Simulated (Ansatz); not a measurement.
# Ga₂W: from a trial structure to a relaxed crystal

The calculation used DFT PBE, scalar-relativistic, plane waves, PAW (Ansatz 0.2.0).

Ga₂W was placed on the ThSi2 structure type (I4_1/amd, No. 141), with W in place of Th, Ga in place of Si, at a guessed volume.

The final relaxation ran on this input, with the default PAW datasets:

```yaml
crystal:
  lattice:
    - [-1.3816406102, 1.3816406102, 12.9336894276]
    - [1.3816406102, -1.3816406102, 12.9336894276]
    - [1.3816406102, 1.3816406102, -12.9336894276]
  atoms:
    - { symbol: Ga, position: [0.4213247419, 0.4213247419, 0.0] }
    - { symbol: Ga, position: [0.1713247419, 0.6713247419, 0.5] }
    - { symbol: Ga, position: [0.3286752581, 0.8286752581, 0.5] }
    - { symbol: Ga, position: [0.5786752581, 0.5786752581, 0.0] }
    - { symbol: W, position: [0.0, 0.0, 0.0] }
    - { symbol: W, position: [0.75, 0.25, 0.5] }
basis:
  ecutwfc: 420
kpoints:
  mp_grid: { grid: [18, 18, 18] }
hamiltonian:
  xc: pbe
scf:
  occupations: { method: gaussian, width: 0.1 }
output:
  forces: true
  stress: true
  eigenvalues: true
relax:
  adjacent_minimum: "off"
  f_tol: 0.01
  max_steps: 80
  cell: { stress_tol: 0.05 }
```

Launched as:

```bash
ansatz run input.yaml --threads 1 --pin off --max-ram 2560MiB --backend cpu --events-out ev --progress --plain --runs-dir out
```

The run took 4.5 min on 1 thread of Intel(R) Xeon(R) 6975P-C (Granite Rapids), with other jobs on the host, peak memory 1.6 GiB.

The program printed at the end:

```
SCF converged after 6 iterations
Free energy (F): -35900.461065 eV
Harris-Foulkes:  -35900.461065 eV  (|F-HF|=1.46e-11)
Internal energy: -35900.448172 eV  (E = F + TS)
E sigma→0 (E₀):  -35900.454619 eV
Entropy (-TS):   -0.012894 eV (-2.149 meV/atom)
Fermi energy:    15.038873 eV
--- Per-component energies (eV) ---
  E_band       = -253.621023
  E_kinetic    = 1363.463399
  E_local      = -8187.966903  (includes V_loc(G=0)·N_el)
  E_nonlocal   = 1699.578095
  E_hartree    = 3736.155993
  E_xc         = -810.493089
  E_vxc        = -710.084164  (∫ρ·V_xc dr)
  E_paw        = -25078.146634  (= ΣΔE_a)
  E_vpaw       = -1890.922941  (= ΣTr[D̂ρ^β])
  E_aug_tail   = -0.000526  (compensation charges beyond the density's cutoff)
  E_ewald      = -8623.038507
  E_smearing   = -0.012894  (= −TS)
  E_closure    =  0.000000  (closes the sum)
  Σ components = -35900.461065   (vs F -35900.461065, Δ=0.00e0)
--- Forces (eV/Å), atoms counted from 1 ---
  atom   1  Ga     0.00000000     0.00000000     0.00028762
  atom   2  Ga     0.00000000     0.00000000     0.00028762
  atom   3  Ga     0.00000000     0.00000000    -0.00028762
  atom   4  Ga     0.00000000     0.00000000    -0.00028762
  atom   5  W      0.00000000     0.00000000     0.00000000
  atom   6  W      0.00000000     0.00000000     0.00000000
  max |Σ_I F_I| component: 1.52e-18 eV/Å
--- Stress (GPa, compression-positive) ---
       -0.021962       0.000000       0.000000
        0.000000      -0.021962       0.000000
        0.000000       0.000000      -0.005415
  P = ⅓ Tr σ = -0.0164 GPa (-0.164 kbar)
--- Relaxed structure (3 steps of the walk, 3 accepted, 1 SCFs on fresh bases) ---
  F+E_penalty+E_count = -35900.46106538 eV   max|allowed force component| = 2.876e-4 eV/Å   (the final SCF, on the basis selected at the relaxed cell)
  cell:  # Å, volume = 98.7641 Å³
    - [-1.382077, 1.382077, 12.926307]
    - [1.382077, -1.382077, 12.926307]
    - [1.382077, 1.382077, -12.926307]
  atoms:
    - { symbol: Ga, position: [0.421437, 0.421437, 0.000000] }
    - { symbol: Ga, position: [0.171437, 0.671437, 0.5] }
    - { symbol: Ga, position: [0.328563, 0.828563, 0.500000] }
    - { symbol: Ga, position: [0.578563, 0.578563, 0.000000] }
    - { symbol: W, position: [0.000000, 0.000000, 0.000000] }
    - { symbol: W, position: [0.750000, 0.250000, 0.500000] }
```

Total energies depend on the potentials used, so only differences within one code and one set of settings carry meaning.

The result has space group I4_1/amd (No. 141). Ga is coordinated by 6 Ga at 2.76–2.77 Å and 4 W at 2.82 Å; W is coordinated by 4 W at 2.76 Å and 8 Ga at 2.82 Å.

Against the elements it lies at 0.21 eV/atom. Energies over the elements count from the elements' standard structures at the same level, with no empirical corrections.

For metals, differences of a few meV/atom aren't resolved. Spin–orbit coupling is left out.

Symmetry constrained the relaxation, so the result can be a saddle point.